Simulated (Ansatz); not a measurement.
# CH2+ (doublet): from Hartree-Fock to the top rungs at distance C1–H2 = 1.725 Å, aug-cc-pVDZ

How much of the correlation energy of CH2+ (doublet) does each wave-function method recover here?

Program: Ansatz 0.2.0, Gaussian basis. Level of theory: aug-cc-pVDZ, core rule «outside noble gas», up to 1 orbitals frozen. These are calculated values, not measurements.

To be run: UHF; CCSD(T) on ROHF; CCSD(T) on UHF; BCCD(T) on ROHF; CISD; CCSDT(Q) on ROHF; CCSDT(Q) on UHF; CASSCF and MRCISD+Q, 3 electrons in 3 orbitals; CASSCF and NEVPT2, 3 electrons in 3 orbitals; CASSCF and MRCISD+Q, 5 electrons in 6 orbitals; CASSCF and NEVPT2, 5 electrons in 6 orbitals; Full CI.

19 further runs of the same task are left out: 14 that didn't finish, 5 set aside as unsound or not needed.

### Step 1. What is computed

The geometry derives from a PBE0/def2-TZVP stationary point (not a proven minimum). One bond is set to the value named and the two fragments are kept rigid.

3 atoms, charge 1, spin multiplicity 2.

Atoms are counted from 1 here; the program's logs count them from 0.

Bond lengths: C1–H3 1.094 Å.

### Step 2. UHF

Contents of in.yaml:

```yaml
crystal:
  periodic: [false, false, false]
  atoms:
    - {symbol: C, position_ang: [0.000000, 0.000000, 0.210488]}
    - {symbol: H, position_ang: [0.000000, 0.000000, -1.514512]}
    - {symbol: H, position_ang: [0.000000, 0.000000, 1.304025]}
basis:
  gaussian: {orbitals: aug-cc-pVDZ}
total_charge: 1
magnetization: {spin_polarized: true, initial_magnetization: 1}
hamiltonian: {xc: hf}
output: {orbitals: {seedname: orbitals}}
```

Launch:

```sh
$ ansatz run in.yaml --threads 1 --pin off --events-out ev --progress --plain --max-ram 2393MiB
```

Further steps of the session: CCSD(T) on ROHF; CCSD(T) on UHF; BCCD(T) on ROHF; CISD; CCSDT(Q) on ROHF; CCSDT(Q) on UHF; CASSCF and MRCISD+Q, 3 electrons in 3 orbitals; CASSCF and NEVPT2, 3 electrons in 3 orbitals; CASSCF and MRCISD+Q, 5 electrons in 6 orbitals; CASSCF and NEVPT2, 5 electrons in 6 orbitals; Full CI.

**Question.** What will the summary of the whole plan be? Wanted: FCI from the RHF energy; RMP2 from FCI; UMP2 from FCI; RCCSD from FCI; RCCSD(T) from FCI; UCCSD(T) from FCI; RCCSDT(Q) from FCI; UCCSDT(Q) from FCI; NEVPT2 pair from FCI.

The runs gave:

```
                         quantity                                                                                               value
          FCI from the ROHF energy                                                                                          -3.3326 eV
                    RMP2 from FCI                                                                                        +81.2 kJ/mol
                    UMP2 from FCI                                                                                        +92.1 kJ/mol
                   RCCSD from FCI                                                                                         +8.9 kJ/mol
                RCCSD(T) from FCI                                                                                         +2.2 kJ/mol
                UCCSD(T) from FCI                                                                                         +2.4 kJ/mol
               RCCSDT(Q) from FCI                                                                                          0.0 kJ/mol
               UCCSDT(Q) from FCI                                                                                          0.0 kJ/mol
             NEVPT2 pair from FCI                                                                                        +57.0 kJ/mol
           MRCISD+Q pair from FCI                                                                                         +1.5 kJ/mol
          NEVPT2 valence from FCI                                                                                        +39.2 kJ/mol
levels within 1 kcal/mol (43 meV)  RCCSD(T), UCCSD(T), BCCD(T), RCCSDT, UCCSDT, RCCSDT(Q), UCCSDT(Q), MRCISD+Q pair, MRCISD+Q valence
                    T1 diagnostic                                                                                               0.031
   effectively unpaired electrons                                                                                                1.08
```

RCCSD(T) misses by +2.2 kJ/mol, 0.7 % of the correlation energy. One determinant dominates. Of the multireference levels listed MRCISD+Q pair comes nearest in total energy (+1.5 kJ/mol), which doesn't show that its space is the better one. These misses are within one basis, not against nature; the frozen cores of restricted and unrestricted runs differ, which can shift their rows.

Levels on UHF freeze UHF's core orbitals, full CI those of ROHF, so the U rows can settle a little off it for that reason alone.

With open shells the CI space here admits some triples and quadruples, so it is larger than plain CISD.
